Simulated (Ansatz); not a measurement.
## NO2 (nitrogen dioxide): where methods fail along a bond

NO2 has 3 atoms, charge 0, and is taken as a doublet. As SMILES, `[O]N=O`. The O3–N2 distance was set to 1.476 Å, away from the relaxed value.

| atom | x (Å) | y (Å) | z (Å) |
| --- | --- | --- | --- |
| O | 0.1282 | -1.3697 | -0.0742 |
| N | -0.3214 | -0.2857 | -0.2055 |
| O | 0.0462 | 1.1008 | 0.1411 |

The N2–O3 distance is scanned; the parts on either side stay rigid. Basis STO-3G, 3 core orbitals frozen in the correlated methods; program Ansatz 0.2.0. FCI is exact within this basis and core. Energies in eV from each method's value at 1.476 Å; open shells run as named; a dash marks a point that is missing or didn't converge. The shape above is that at 1.476 Å.

```csv
distance (Å),USVWN5,UBLYP,U-revPBE,UB2PLYP,UCCSD(T)
1.181,0.13,0.66,0.50,-0.21,0.32
1.476,0.00,0.00,0.00,0.00,0.00
1.774,1.48,1.04,1.11,0.86,0.55
2.361,3.23,2.41,2.43,0.85,0.39
2.365,3.18,2.36,2.38,0.83,0.37
2.951,3.91,2.92,2.89,0.87,0.34
2.957,–,2.91,2.87,0.86,0.32
```

Task: Estimate the FCI curve, and say how far off each method is.

Result: 
```tsv
distance (Å)	FCI
1.181	0.46
1.476	0.00
1.774	0.58
2.361	0.63
2.365	0.61
2.951	0.62
2.957	0.61
```

Departure from the FCI curve at its largest: USVWN5 +3.29 eV at 2.95 Å; UBLYP +2.30 eV at 2.95 Å; U-revPBE +2.26 eV at 2.95 Å; UB2PLYP -0.68 eV at 1.18 Å; UCCSD(T) -0.29 eV at 2.95 Å. The curve of UCCSD(T) turns over, which the reference doesn't. A jump in USVWN5 shows that the solution changed state along the way. For the functionals part of the departure is owed to the small basis.
